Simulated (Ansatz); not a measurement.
# [NH4]+ (ammonium) at CCSDT(Q)/6-31G

Aim: the energy change on altering one bond length of [NH4]+ (ammonium) at CCSDT(Q)/6-31G, from 2 runs. 

The calculation is run with Ansatz 0.2.0.

2 further runs of the same task are left out: 1 that didn't finish, 1 set aside as unsound or not needed.

### 1 The structure to begin with

[NH4]+: 5 atoms, total charge +1, spin state singlet. SMILES: `[NH4+]`. Geometry: relaxed at GFN2-xTB.

Bond lengths: N1–H2 1.030 Å, N1–H3 1.029 Å, N1–H4 1.030 Å, N1–H5 1.030 Å. Angles: H2–N1–H3 109.5°, H2–N1–H4 109.4°, H2–N1–H5 109.5°, H3–N1–H4 109.5°, H3–N1–H5 109.4°, H4–N1–H5 109.5°.

### 2 A single-point energy at CCSDT(Q)/6-31G

File molecule.yaml:

```yaml
crystal:
  periodic: [false, false, false]
  atoms:
    - symbol: "N"
      position_ang: [0.000080, 0.000050, -0.000010]
    - symbol: H
      position_ang: [0.455870, -0.450720, 0.805650]
    - symbol: H
      position_ang: [-0.977900, 0.217540, 0.236550]
    - symbol: H
      position_ang: [0.024080, -0.637350, -0.808220]
    - symbol: H
      position_ang: [0.497880, 0.870480, -0.233970]
basis:
  gaussian:
    orbitals: 6-31G
accuracy: high
correlation:
  method: ccsdt_q
  frozen_orbitals: {H: 0, "N": 1}
total_charge: 1
scf:
  omitted_lower_state_checks: [cluster_reference, increment]
```

On the command line:

```bash
$ ansatz run molecule.yaml --threads 1 --pin off --max-ram 2610MiB --events-out events.jsonl --progress --plain --runs-dir runs
```

Standard output (excerpt; [...] marks lines left out):

```text
Warning: RAYON_NUM_THREADS=1 ignored (pool sized by the plan → 1); use --threads N
Functional definition: HF
  name "HF"
[...]
407 factors; integrals over basis functions are off by at most 3.1e-9 eV
[...]
mean field -1537.86330822 eV, -56.5154341761 hartree, gradient 1.3e-8 eV, S^2 0.000000; 0 other end points of the search recorded, 0 dependent functions left out
1 core orbitals not correlated: weight in the atoms' cores, before any rotation towards them, 1.000 or more for the frozen orbitals, at most 0.000 for the correlated occupied ones
reference -1537.86330822 eV, -56.5154341761 hartree; 4, 4 occupied and 12, 12 virtual orbitals, 407 factors
second order -3.21775027 eV of doubles, -0.00000000 eV of singles
cycle   1  -3.47479637 eV  change   -2.6e-1 eV  update   4.0e-2
[...]
cycle  18  -3.67023066 eV  change   8.5e-11 eV  update  7.6e-11
perturbative correction -0.00743117 eV, -0.0002730905 hartree
Total energy: -1541.54097006 eV, -56.6505857557 hartree
Checks for a lower state left out: cluster_reference, increment
```

It took 0.2 s on 1 thread of Intel Xeon 6975P-C (Granite Rapids), shared host.

### 3 The distorted shape

File run.yaml:

```yaml
crystal:
  periodic: [false, false, false]
  atoms:
    - {symbol: "N", position_ang: [-0.113881, 0.112756, -0.201449]}
    - {symbol: H, position_ang: [0.455870, -0.450720, 0.805650]}
    - {symbol: H, position_ang: [-1.091861, 0.330246, 0.035111]}
    - {symbol: H, position_ang: [-0.089881, -0.524644, -1.009659]}
    - {symbol: H, position_ang: [0.383919, 0.983186, -0.435409]}
basis:
  gaussian: {orbitals: 6-31G}
total_charge: 1
correlation: {method: ccsdt_q, frozen_orbitals: {H: 0, "N": 1}}
accuracy: high
scf: {omitted_lower_state_checks: [cluster_reference, increment]}
```

On the command line:

```bash
$ ansatz run run.yaml --threads 1 --pin off --max-ram 2610MiB --events-out events.jsonl --progress --plain --runs-dir runs
```

Standard output (excerpt; [...] marks lines left out):

```text
Warning: RAYON_NUM_THREADS=1 ignored (pool sized by the plan → 1); use --threads N
[... 2 set-up lines as earlier in the session ...]
[...]
407 factors; integrals over basis functions are off by at most 3.2e-9 eV
[...]
mean field -1536.82336805 eV, -56.4772170796 hartree, gradient 1.1e-8 eV, S^2 0.000000; 0 other end points of the search recorded, 0 dependent functions left out
1 core orbitals not correlated: weight in the atoms' cores, before any rotation towards them, 1.000 or more for the frozen orbitals, at most 0.000 for the correlated occupied ones
reference -1536.82336805 eV, -56.4772170796 hartree; 4, 4 occupied and 12, 12 virtual orbitals, 407 factors
second order -3.41592851 eV of doubles, -0.00000000 eV of singles
cycle   1  -3.66021225 eV  change   -2.4e-1 eV  update   4.7e-2
[...]
cycle  18  -3.90534707 eV  change  -1.2e-11 eV  update  3.5e-10
perturbative correction -0.00951048 eV, -0.0003495035 hartree
Total energy: -1540.73822559 eV, -56.6210854407 hartree
Checks for a lower state left out: cluster_reference, increment
```

Run time: 0.2 s. Hardware: 1 thread of Intel Xeon 6975P-C (Granite Rapids), shared host.

### 4 What came out

At CCSDT(Q)/6-31G, 1 core orbital frozen:

| quantity | value |
| --- | --- |
| first shape: total energy | -56.65059 Eh |
| first shape: correlation energy (1 core orbital frozen) | -135.2 mEh |
| first shape: T1 diagnostic | 0.006 |
| distorted shape: total energy | -56.62109 Eh |
| distorted shape: correlation energy (1 core orbital frozen) | -143.9 mEh |
| distorted shape: T1 diagnostic | 0.009 |
| energy change with the N1–H2 bond stretched from 1.030 to 1.287 Å | 0.803 eV |

With the N1–H2 bond stretched from 1.030 to 1.287 Å the energy rises by 0.80 eV (18.5 kcal/mol). The first shape isn't relaxed at this level, so the change isn't measured from a minimum.
